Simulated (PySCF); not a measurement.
Compound: C₃H₇OP.
SMILES: `C[C@@H]1C[P@@H]1=O`

Method: PySCF, PBE0-D3(BJ)/def2-SVP geometry optimisation, gas phase.

Masses are those of the commonest isotopes; rigid-rotor values at the optimised geometry. 

Task: What are A, B and C (MHz)?

Result: Ia = 74.88, Ib = 149.69, Ic = 187.85 u·Å²; 505379 MHz·u·Å²/I gives A = 6749, B = 3376, C = 2690 MHz.

Task: Classify the top.

Result: An asymmetric top. Ray's parameter κ = (2B − A − C)/(A − C) = -0.662; −1 is the prolate and +1 the oblate limit.

Task: What does the inertial defect say?

Result: Not planar: Δ = Ic − Ia − Ib = -36.72 u·Å². For a rigid frame Δ = −2 Σ m c², so Σ m c² = 18.36 u·Å² lies off the ab plane: 7.98 from hydrogen and 10.38 from heavier atoms. The atom farthest from that plane is 1.64 Å away.

Task: Give the other two planar moments, Paa and Pbb, and the rms extents of the mass along the axes.

Result: Paa = Σ m a² = (Ib + Ic − Ia)/2 = 131.33 and Pbb = Σ m b² = (Ia + Ic − Ib)/2 = 56.52 u·Å². With the mass M = 90.02 u, the rms extents √(P/M) along a, b and c are 1.21, 0.79, 0.45 Å.

Task: Predict some low-J microwave lines.

Result: The dipole components are |μa| = 2.60 D, |μb| = 2.45 D, |μc| = 1.24 D. The squared components, which scale the intensities, stand as 1.00 : 0.88 : 0.23 (a : b : c). Some lines, for components of 0.1 D or more:

```tsv
type	branch	J(Ka,Kc)	MHz	lower level (cm⁻¹)
c	Q	2(1,2) ← 2(0,2)	2782	0.604
a	R	2(1,2) ← 1(1,1)	11447	0.315
b	Q	2(2,1) ← 2(1,2)	12177	0.697
a	R	2(1,1) ← 1(1,0)	12819	0.338
b	R	4(1,3) ← 3(2,2)	16268	1.710
c	Q	4(3,2) ← 4(2,2)	17563	2.561
b	Q	4(3,2) ← 4(2,3)	18875	2.517
a	R	4(1,4) ← 3(1,3)	22728	1.268
a	R	4(3,2) ← 3(3,1)	24432	2.332
a	R	4(2,2) ← 3(2,1)	25044	1.725
c	R	3(2,1) ← 2(1,1)	28779	0.765
c	R	4(2,2) ← 3(1,2)	34658	1.405
c	R	3(3,1) ← 2(2,1)	36835	1.103
b	R	3(3,0) ← 2(2,1)	36843	1.103
b	R	4(2,2) ← 3(1,3)	38765	1.268
```

Task: Estimate the classical rotational partition function at 10 K, 50 K and 298.15 K.

Result: Point group C1, symmetry number σ = 1; q = (√π/σ)·√((kT/h)³/(ABC)), k/h = 20836.6 MHz/K: 681 at 10 K, 7610 at 50 K, 111000 at 298.15 K.

Not checked by PBE0-D3(BJ)/def2-SVP frequencies. These are rigid-rotor constants of the computed structure; measured ground-state constants (B0) also hold zero-point vibration. A rigid rotor knows nothing of internal rotation, which can split or shift real lines.
